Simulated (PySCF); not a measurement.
Start geometry of `CS[C@@H]1C[C@@H]1C` from GFN2-xTB (Å):
```
atom  x, y, z in Å
C1     2.3856    0.2232    0.6367
S2     1.4076    0.2170   -0.8945
C3     0.0893   -0.8814   -0.3647
C4    -1.2315   -0.8068   -1.0680
C5    -1.1201   -0.3523    0.3562
C6    -1.2557    1.1129    0.6798
H7     2.7113   -0.7893    0.8598
H8     3.2452    0.8607    0.4596
H9     1.7852    0.6197    1.4496
H10    0.4730   -1.8570   -0.0919
H11   -1.7431   -1.7291   -1.2985
H12   -1.3416   -0.0439   -1.8235
H13   -1.5346   -1.0098    1.1133
H14   -2.3039    1.4066    0.6600
H15   -0.8609    1.3272    1.6720
H16   -0.7133    1.7112   -0.0486
```

Q: What comes out of this run: PBE0-D3(BJ)/def2-SVP geometry optimisation, gas phase in PySCF?

A: 
```
atom  x, y, z in Å
C1     2.4130    0.2887    0.6016
S2     1.4845    0.1032   -0.9368
C3     0.1626   -0.9516   -0.3771
C4    -1.1593   -0.8406   -1.0813
C5    -1.0484   -0.4117    0.3509
C6    -1.1769    1.0375    0.7331
H7     2.7843   -0.6813    0.9646
H8     3.2749    0.9343    0.3819
H9     1.8013    0.7649    1.3815
H10    0.4876   -1.9608   -0.0998
H11   -1.6889   -1.7633   -1.3314
H12   -1.2551   -0.0475   -1.8296
H13   -1.4647   -1.1140    1.0823
H14   -2.2318    1.3531    0.7311
H15   -0.7753    1.2217    1.7421
H16   -0.6243    1.6745    0.0267
```

The energy falls by 1.3 kcal/mol over 5 energy and gradient evaluations, the largest force component goes from 0.0126 to 3.0e-04 Eh/bohr, and the atoms move by 0.088 Å rms after alignment. Among the bonds, S2–C3, C1–H7, C1–H8, C1–H9 and C4–H12 change most and about equally (-0.015 to +0.015 Å). Bonds longer at the end by more than 0.005 Å: 11 of 16; shorter: 2. Among the angles that change most is S2–C3–H10, from 111.4° to 113.9°. Rotational constants go from 4585, 2078, 1743 to 4499, 2118, 1724 MHz. The orientation of the end geometry is arbitrary; only internal coordinates are fixed.

The run used 138 basis functions and 31 SCF cycles in all.

No frequency check. The numbers are those of one conformer.
